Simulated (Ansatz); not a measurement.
Take GaN in the wurtzite structure (space group P6_3mc, No. 186; a = 3.218 Å, c = 5.243 Å) as the base.

Method: PBE (Ansatz, a quantum-chemistry and plane-wave program, PAW, no SOC).

Modification: every Ga is replaced by Al, then cell and atoms are relaxed.

Measured band gap: GaN 3.68 eV (static lattice; corrected from measurement; as listed in Wei Chen et al., Physical Review Materials (2018)); AlN 6.51 eV (static lattice; corrected from measurement; as listed in Martin Feneberg et al., Physical Review B (2010)).

Measured lattice parameter a: GaN 3.189 Å (room temperature; as listed in M J Lucero, T M Henderson, G E Scuseria, Journal of Physics Condensed Matter (2012)); AlN 3.1113 Å (0 K or low temperature; as listed in arXiv:1206.3780).

Question: How well does PBE reproduce the measured shift?

Answer: With PBE the band gap moves by +2.32 eV (1.71 → 4.03) against +2.83 eV measured; the lattice parameter a moves by -0.088 Å (3.218 → 3.130) against -0.078 Å measured.

No phonon test of stability was made.
